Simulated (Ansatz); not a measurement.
This geometry of CH5N2S (9 atoms, charge 1, multiplicity 1) is a first-order saddle point.

Theory: Ansatz, RKS BHLYP/def2-SVP.

```xyz
9
Properties=species:S:1:pos:R:3
N -0.229 1.238 -0.356
C -0.168 -0.137 -0.514
N 0.336 -0.738 0.780
S -0.507 -1.115 -1.718
H -1.169 1.599 -0.474
H 0.370 1.729 -1.012
H 1.243 -0.330 1.023
H 0.420 -1.754 0.723
H -0.297 -0.491 1.548
```

(1) Which two structures does it join? (They come from a converged band through this point; their orientation in space is the band's.)

(2) How far does it lie above each of them?

## Answers

(1) No bond is made or broken. The dihedral H5–N1–C2–S4 goes from 0 to 180°. The two ends are copies of one structure, up to a mirror image or an exchange of like atoms.

First end point:

```xyz
9
Properties=species:S:1:pos:R:3
N -0.324 1.155 -0.545
C -0.268 -0.171 -0.525
N 0.405 -0.664 0.733
S -0.781 -1.266 -1.582
H -0.756 1.598 -1.342
H 0.032 1.758 0.179
H 1.374 -0.338 0.812
H 0.416 -1.687 0.690
H -0.098 -0.385 1.581
```

Last end point:

```xyz
9
Properties=species:S:1:pos:R:3
N -0.323 1.155 -0.544
C -0.268 -0.172 -0.525
N 0.405 -0.664 0.732
S -0.780 -1.266 -1.581
H 0.032 1.757 0.180
H -0.755 1.599 -1.341
H 1.373 -0.337 0.810
H 0.415 -1.687 0.690
H -0.099 -0.384 1.580
```

(2) 0.58 eV above the first and 0.58 eV above the second. This is the barrier of this one path; another mechanism may lie lower.

Time of the run: 7.4 min on 1 thread of Intel(R) Xeon(R) Processor @ 2.50GHz (Skylake/Cascade Lake), on a shared host, peak memory 0.17 GiB.
